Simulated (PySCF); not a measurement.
Gas-phase XPS of `[H]/N=C(\C=C)OC`, computed

Species: C₄H₇NO.
Numbering: `[H]/[N:4]=[C:3](\[CH:2]=[CH2:1])[O:5][CH3:6]`

Computed, not measured: delta-SCF UKS SCAN, pcX-2 on the ionised atom, pcseg-1 elsewhere, spin-free X2C in PySCF. Binding energies are ΔSCF values: E(core-ionised, relaxed orbitals) − E(ground state) at a fixed geometry, referred to the vacuum level.

Problem. List the computed XPS lines with their assignment.

Solution. 
| atom(s) | bonded to | level | binding energy (eV) | above the level's lowest (eV) | count |
| --- | --- | --- | --- | --- | --- |
| C1 | C (double bond) and 2 H | C 1s | 290.48 | 0.00 | 1 |
| C2 | C (double bond), C and H | C 1s | 290.97 | +0.49 | 1 |
| C3 | O, N (double bond) and C | C 1s | 293.24 | +2.76 | 1 |
| N4 | C (double bond) and H | N 1s | 403.78 | 0.00 | 1 |
| O5 | 2 C | O 1s | 539.06 | 0.00 | 1 |
| C6 | O and 3 H | C 1s | 292.17 | +1.69 | 1 |

The listed C 1s values span 2.76 eV, from C1 (bonded to C (double bond) and 2 H) to C3 (bonded to O, N (double bond) and C).

Problem. Give the binding energy of O 1s of O5 in hartree and in kJ/mol.

Solution. 539.06 eV = 19.8101 Eh = 52011 kJ/mol.

Isolated species at its GFN2-xTB geometry (one conformer only).

Hardware: Arm Neoverse V1, one thread, no GPU, shared host with 32 logical CPUs at a one-minute load of 25. Cost: 45 s wall, 0.54 GiB resident at most.

Conformer computed: `[H]/[N:4]=[C:3](\[CH:2]=[CH2:1])[O:5][CH3:6]`: C1–C2–C3–N4 180°, C2–C3–O5–C6 180°.
